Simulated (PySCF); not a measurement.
# Gas-phase thermal properties of CH3SiH3

Energies from PySCF (xtb for GFN2), thermal terms from the rigid-rotor harmonic-oscillator model, ideal gas at 1 bar. 6-31G* has spherical d functions here. All species are closed-shell singlets. B3LYP is the form with VWN-RPA correlation. The harmonic model lacks anharmonicity and excited electronic states, which grow with temperature; levels with a mode under 35 cm⁻¹ are left out. Internal rotation in CH3SiH3 is treated as a harmonic vibration of one conformer, which makes the entropy rough.

| level | point group | σ | ZPE (kJ/mol) | S°298 (J/mol/K) | Cp298 (J/mol/K) | S°1000 (J/mol/K) | H1000 − H298 (kJ/mol) |
|---|---|---|---|---|---|---|---|
| B3LYP/6-31G* | C3v | 3 | 161.3 | 255.6 | 65.4 | 376.0 | 74.8 |
| GFN2-xTB | C3v | 3 | 156.7 | 258.5 | 69.0 | 382.3 | 76.6 |
| HF/6-31G* | C3v | 3 | 171.1 | 253.8 | 62.0 | 369.2 | 71.9 |
| PBE/def2-SVP | C3v | 3 | 155.1 | 256.5 | 67.7 | 380.5 | 76.8 |
| PBE0/def2-TZVP | C3v | 3 | 159.8 | 255.5 | 66.0 | 377.0 | 75.4 |
σ: rotational symmetry number. Electronic degeneracy used: 1. Frequencies are unscaled.
